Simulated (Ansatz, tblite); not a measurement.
Spin states of the cluster Li₃H⁻, each relaxed with PBE0-D4/def2-TZVPD in Ansatz. Electronic energies in the gas phase.

The xTB rows come from tblite. LC-ωPBE has ω = 0.4 bohr⁻¹. Correlated methods freeze no core orbitals; core or outer-core shells of Li are correlated, in sets that lack core-valence functions. In CCSD on the charge -1 doublet the largest single amplitude is 0.29, so its Hartree–Fock determinant may place the open shell otherwise than the density functionals do. The structure comes from a short search, and lower isomers may exist.

Doublet geometry (C2v within 0.1 Å):

```xyz
4

Li   -0.148    2.105   -1.076
Li   -1.263   -0.597   -0.084
Li    1.314   -0.137    0.459
H     0.097   -1.372    0.701
```

Quartet geometry:

```xyz
4

Li   -0.3576   -1.5544   -0.6809
Li    1.6500    0.4974    0.2149
Li   -1.2763    0.9392    0.6948
H    -0.0160    0.1178   -0.2287
```

⟨S²⟩: doublet 0.81 at PBE0-D4/def2-TZVPD (pure 0.75), quartet 3.75 at PBE0-D4/def2-TZVPD (pure 3.75).

Run but left out: HF/STO-3G, HF/def2-TZVPD, HF/def2-TZVPPD, MP2/def2-TZVPD, MP2/def2-TZVPPD (doublet: ⟨S²⟩ 1.28 to 1.41, where a pure state has 0.75).

Only these spin states were relaxed. The quartet has other bonds than the doublet, so the gap mixes isomer and spin.

```json
{"level": "GFN2-xTB", "quartet − doublet (kJ/mol)": "224.8", "lowest of these": "doublet", "remarks": "–"}
{"level": "revPBE-D4/def2-TZVPD", "quartet − doublet (kJ/mol)": "8.7", "lowest of these": "doublet", "remarks": "HOMO above zero (doublet), HOMO above zero (quartet)"}
{"level": "r2SCAN-D4/def2-TZVPD", "quartet − doublet (kJ/mol)": "4.5", "lowest of these": "doublet", "remarks": "HOMO above zero (doublet), HOMO above zero (quartet), spin-contaminated (⟨S²⟩ 0.92) (doublet)"}
{"level": "LC-ωPBE/def2-TZVPD", "quartet − doublet (kJ/mol)": "9.2", "lowest of these": "doublet", "remarks": "spin-contaminated (⟨S²⟩ 0.86) (doublet)"}
{"level": "RPA@PBE/def2-TZVPD", "quartet − doublet (kJ/mol)": "2.5", "lowest of these": "doublet", "remarks": "–"}
{"level": "CCSD(T)/def2-TZVPPD", "quartet − doublet (kJ/mol)": "13.6", "lowest of these": "doublet", "remarks": "large T1 (0.099) (doublet), spin-contaminated (⟨S²⟩ 1.32) (doublet)"}
```

(1) Estimate the rows for GFN1-xTB, PBE-D4/def2-TZVPD, BLYP-D4/def2-TZVPD, PBE0-D4/def2-TZVPD, CAM-B3LYP-D4/def2-TZVPD, CCSD/def2-TZVPPD.

Results:

(1) 
```json
{"level": "GFN1-xTB", "quartet − doublet (kJ/mol)": "166.6", "lowest of these": "doublet", "remarks": "–"}
{"level": "PBE-D4/def2-TZVPD", "quartet − doublet (kJ/mol)": "12.0", "lowest of these": "doublet", "remarks": "HOMO above zero (doublet), HOMO above zero (quartet)"}
{"level": "BLYP-D4/def2-TZVPD", "quartet − doublet (kJ/mol)": "15.2", "lowest of these": "doublet", "remarks": "HOMO above zero (doublet), HOMO above zero (quartet)"}
{"level": "PBE0-D4/def2-TZVPD", "quartet − doublet (kJ/mol)": "9.2", "lowest of these": "doublet", "remarks": "HOMO above zero (doublet)"}
{"level": "CAM-B3LYP-D4/def2-TZVPD", "quartet − doublet (kJ/mol)": "14.9", "lowest of these": "doublet", "remarks": "HOMO above zero (doublet)"}
{"level": "CCSD/def2-TZVPPD", "quartet − doublet (kJ/mol)": "9.3", "lowest of these": "doublet", "remarks": "large T1 (0.099) (doublet), spin-contaminated (⟨S²⟩ 1.32) (doublet)"}
```

The xTB methods have no term that favours high spin, so they put low spin too low.
